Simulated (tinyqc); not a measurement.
The basis set: RHF and MP2 along a ladder of basis sets, for LiF, spin multiplicity 1. Computed by the program tinyqc with PySCF. Same geometry throughout; the dipole is taken about the origin.

Geometry (angstrom):
```
atom,x,y,z
Li,0.0000,0.0000,0.0000
F,0.0000,0.0000,1.5030
```

RHF and frozen-core MP2 in a ladder of bases:
```
basis,functions,E(RHF) (hartree),E(MP2 corr) (hartree),HOMO (eV),LUMO (eV),dipole (debye)
sto-3g,10,-105.368637,-0.057715,-9.4807,2.2556,3.4081
3-21g,18,-106.354060,-0.131900,-11.9298,0.0999,5.6816
6-31g,18,-106.919094,-0.135344,-12.5469,0.1588,6.2763
6-31g**,28,-106.932010,-0.190438,-12.6691,0.2340,5.9543
cc-pvdz,28,-106.942980,-0.206289,-12.8583,-0.0208,6.2392
cc-pvtz,60,-106.978865,-0.277851,-13.0871,-0.0458,6.1580
```

What does the comparison show, and why?

From cc-pVDZ to cc-pVTZ the RHF energy falls by 35.9 mhartree and the correlation energy by 71.6. If valence correlation converges as X^-3, (27 E(T) - 8 E(D))/19 gives -0.3080 hartree, a rough estimate from such small X that usually falls short; STO-3G holds about 19 % of it. Beyond STO-3G the LUMO moves by 0.3 eV and the HOMO by 1.2 eV.
